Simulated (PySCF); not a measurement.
Fill in the blanks.

Species: C₄H₇N.
SMILES: `C(C#N)CC`

Conformer (atom-mapped SMILES and torsion angles): `[CH3:1][CH2:2][CH2:3][C:4]#[N:5]`: C1–C2–C3–C4 -64°.

| property | level | value |
| --- | --- | --- |
| point group of the GFN2-xTB geometry | GFN2-xTB | C1 |
| rotational constants A, B, C of the GFN2-xTB geometry | GFN2-xTB | 10.244, 3.330, 2.774 GHz |
| dipole moment | wB97X-D/def2-SVPD | 4.11 D |
| HOMO energy | wB97X-D/def2-SVPD | -11.25 eV |
| LUMO energy | wB97X-D/def2-SVPD | ? |
| lowest singlet excitation | TDDFT wB97X-D/def2-SVPD | ? |
| strongest line among the 8 lowest singlet transitions | TDDFT wB97X-D/def2-SVPD | S5 at 9.20 eV (135 nm, f = 0.025) |
| lowest triplet excitation (Tamm–Dancoff) | TDA wB97X-D/def2-SVPD | ? |
| static isotropic polarisability | wB97X-D/def2-SVPD | 51.6 au |
| electronic spatial extent ⟨r²⟩ about the centre of nuclear charge | wB97X-D/def2-SVPD | 474 bohr² |

The electronic properties come from PySCF, for the isolated species, density fitting.

**Question.** What is the lowest triplet excitation (Tamm–Dancoff)?

**Answer.** 6.63 eV.

**Question.** What is the LUMO energy?

**Answer.** 2.00 eV.

**Question.** The lowest singlet excitation?

**Answer.** 7.91 eV (157 nm, f = 0.000).

A dipole of 4.11 D is allowed in C1, and pure rotational transitions are dipole-allowed. The vertical singlet–triplet gap S1 − T1 is 1.28 eV (TDDFT singlet less Tamm–Dancoff triplet). No computed singlet falls in the visible range (750 to 380 nm, 1.65 to 3.26 eV); S1 lies 4.65 eV above its blue end. The rotational constants make it an asymmetric top with κ = (2B − A − C)/(A − C) = -0.85, nearer the prolate limit (−1). The polarisability is 7.64 Å³ as a volume (1 au = 0.148185 Å³), or 1.36 au for each of the 38 electrons. In wavenumbers S1 is 63800 cm⁻¹ (1 eV = 8065.54 cm⁻¹).

For the TDDFT job (wB97X-D/def2-SVPD), the run took 18 s on an Arm Neoverse V1 with one thread, on a shared host.

One conformer stands for the species.
